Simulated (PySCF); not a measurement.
Mapped SMILES: `[CH3:1][CH2:2][C:3]([NH2:4])=[O:5]`. Hydrogens are named by the atom that carries them. Ha(N4) is cis to the C=O or C=S heteroatom; Hb(N4) is trans to the C=O or C=S heteroatom.

Computed data (PySCF 2.14.0 with density-fitted response routines): GIAO CAM-B3LYP/pcSseg-2 shieldings, coordinates at the PBE0-D3(BJ)/def2-SVP level. A single conformation, non-relativistic, one averaged value for each set of equivalent atoms, no solvent.

Shifts are taken against calculated references (same method and geometry level): TMS for $^{13}$C (σ = 182.55 ppm) and $^{1}$H (σ = 31.34 ppm); $^{15}$N (σ = 261.83 ppm) against NH3; H2O for $^{17}$O (σ = 329.76 ppm).

```json
{"atoms": "C1", "nucleus": "$^{13}$C", "count": "1", "δ (ppm)": "9.6"}
{"atoms": "H(C2)", "nucleus": "$^{1}$H", "count": "2", "δ (ppm)": "2.09"}
{"atoms": "Hb(N4)", "nucleus": "$^{1}$H", "count": "1", "δ (ppm)": "4.70"}
{"atoms": "N4", "nucleus": "$^{15}$N", "count": "1", "δ (ppm)": "109.6"}
{"atoms": "O5", "nucleus": "$^{17}$O", "count": "1", "δ (ppm)": "?"}
{"atoms": "C3", "nucleus": "$^{13}$C", "count": "1", "δ (ppm)": "183.8"}
{"atoms": "Ha(N4)", "nucleus": "$^{1}$H", "count": "1", "δ (ppm)": "?"}
{"atoms": "H(C1)", "nucleus": "$^{1}$H", "count": "3", "δ (ppm)": "1.09"}
{"atoms": "C2", "nucleus": "$^{13}$C", "count": "1", "δ (ppm)": "?"}
```

Estimate the values marked ?.

## Answers


- C2: 30.4 ppm, sp3 CH2 α to a carbonyl; α to the electron-withdrawing carbonyl group
- Ha(N4): 4.59 ppm, hydrogen on an amide-type nitrogen; exchangeable, gas-phase position
- O5: 418.3 ppm, amide-type carbonyl oxygen

The OH or NH signal is concentration- and solvent-dependent in practice; the value given is the gas-phase one. The two substituents on the amide-type nitrogen aren't averaged: C–N rotation is slow on the NMR time scale. Shifts are as computed, not scaled to solution data. Of 1211 compounds with measured shifts, 218 miss one by over three times the rms of a fit or turn the order of signals round; such compounds aren't used in these exercises. Hydrogen bonding in solution shields acid and N–H amide carbonyl oxygens by tens of ppm. The C=O carbon of an acid or of an amide with N–H lies up to 10 ppm further downfield in solution, through hydrogen bonding that the calculation lacks. Unscaled 17O shifts of doubly bonded oxygen tend to come out too high, by tens of ppm or more. Experimental scales use liquid or dissolved standards, which lie at an offset from isolated NH3 (liquid NH3: subtract about 20 ppm) and H2O (liquid H2O: subtract about 36 ppm).
